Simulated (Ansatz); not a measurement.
System: fcc Ca. Method: LDA in Ansatz (plane waves, PAW).

Numerical settings: plane-wave cutoff 520 eV, 12×12×12 k mesh, Fermi–Dirac smearing 0.1 eV, perturbation theory, scalar-relativistic PAW data made under PBE.

The cell has the measured lattice parameters. Conventional cell: a = 5.5880 Å, b = 5.5880 Å, c = 5.5880 Å, α = 90.00°, β = 90.00°, γ = 90.00°.

```
CELL_PARAMETERS angstrom
      0.00000     2.79400     2.79400
      2.79400     0.00000     2.79400
      2.79400     2.79400     0.00000
ATOMIC_POSITIONS crystal
  Ca 0.00000 0.00000 0.00000
```

Harmonic phonon frequencies (cm⁻¹; i marks an imaginary mode):

```
q point  frequencies
-------  -----------
X                [?]
L          73 73 130
W         97 129 129
```

**Question.** Some entries are withheld; supply them.

**Answer.** 
- X, frequencies: 117 117 141

No imaginary mode appears at these points.

Note: the cell isn't this level's own, so it is under some stress, which shifts stiffness and frequencies.

Ansatz is a program for electronic structure.
